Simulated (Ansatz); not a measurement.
# H6OSi: the cost of one run

Method: RKS PBE/def2-SVP, in Ansatz 0.2.0.

## Step 1: The structure to begin with

Bond lengths: Si1–H3 1.460 Å, Si1–H4 1.459 Å, Si1–H5 1.459 Å, Si1–O6 1.980 Å, O6–H7 1.010 Å. Angles: H3–Si1–H4 109.5°, H3–Si1–H5 109.5°, H3–Si1–O6 178.9°, H4–Si1–H5 109.5°, H4–Si1–O6 70.0°, H5–Si1–O6 70.0°, Si1–O6–H7 109.5°.

As a file:

```xyz
8

Si    0.0000    0.0000    0.0000
H     0.0000    0.0000    1.8100
H     1.3768    0.0000   -0.4862
H    -0.6877    1.1914   -0.4862
H    -0.6877   -1.1914   -0.4862
O    -1.8790    0.0000    0.6243
H    -2.4241   -0.6297    0.0530
H    -0.9605    0.0000    1.7351
```

## Step 2: A restrained relaxation towards end A

Springs on the bonds that form and break draw the guess towards this end; the thresholds are loose.

input.yaml

```yaml
crystal:
  periodic: [false, false, false]
  atoms:
    - { symbol: Si, position_ang: [0.0, 0.0, 0.0] }
    - { symbol: H, position_ang: [0.0, 0.0, 1.81] }
    - { symbol: H, position_ang: [1.3768, 0.0, -0.4862] }
    - { symbol: H, position_ang: [-0.6877, 1.1914, -0.4862] }
    - { symbol: H, position_ang: [-0.6877, -1.1914, -0.4862] }
    - { symbol: O, position_ang: [-1.879, 0.0, 0.6243] }
    - { symbol: H, position_ang: [-2.4241, -0.6297, 0.053] }
    - { symbol: H, position_ang: [-0.9605, 0.0, 1.7351] }
basis:
  gaussian: { orbitals: def2-SVP }
hamiltonian:
  xc: pbe
relax:
  f_tol: 0.15
  max_steps: 25
  restrain:
    - { distance: [0, 5], at: 2.88, k: 30.0 }
    - { distance: [7, 1], at: 1.86, k: 30.0 }
    - { distance: [0, 1], at: 1.46, k: 30.0 }
    - { distance: [7, 5], at: 1.01, k: 30.0 }
output:
  orbitals: {}
```

Command:

```console
> ansatz run input.yaml --threads 1 --pin off --max-ram 2048MiB --backend cpu --events-out ev --progress --plain --runs-dir out
```

**Question.** How long does this run take on 1 thread of Intel Xeon 6975P-C (Granite Rapids), shared host, and how much memory does it need?

About 7.7 s, with a peak of 0.13 GiB.
